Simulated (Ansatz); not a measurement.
Correlation energies of C3H4ClF (`C=CC(F)Cl`) by basis set

Cartesian coordinates in Å:
```
C 0.897 0.741 0.813
C -0.071 0.576 -0.073
C -0.662 -0.745 -0.408
F -0.096 -1.750 0.305
Cl -0.443 -1.086 -2.153
H 1.324 -0.099 1.347
H 1.292 1.727 1.026
H -0.500 1.413 -0.614
H -1.741 -0.776 -0.243
```

Charge 0, multiplicity 1. All single points use the PBE0-D4/def2-TZVP geometry. It is one conformer, not always the lowest. Frozen core, restricted reference, the Gaussian-basis code of Ansatz. CBS rows extrapolate triple and quadruple zeta; past MP2 they add the triple-zeta difference.

```csv
basis,HF (Eh),MP2 corr.
def2-SVP,-674.52697,-0.71772
def2-TZVPP,-674.94283,-0.92486
def2-QZVPP,-674.96499,-1.00035
```

Task: Estimate the CCSD correlation energy and the (T) correction in each basis where they were run (hartree).

Result: 
```
     basis  CCSD corr.       (T)
  def2-SVP    -0.76256  -0.02167
def2-TZVPP    -0.96387  -0.03977
 CBS(def2)    -1.09527     as TZ
```
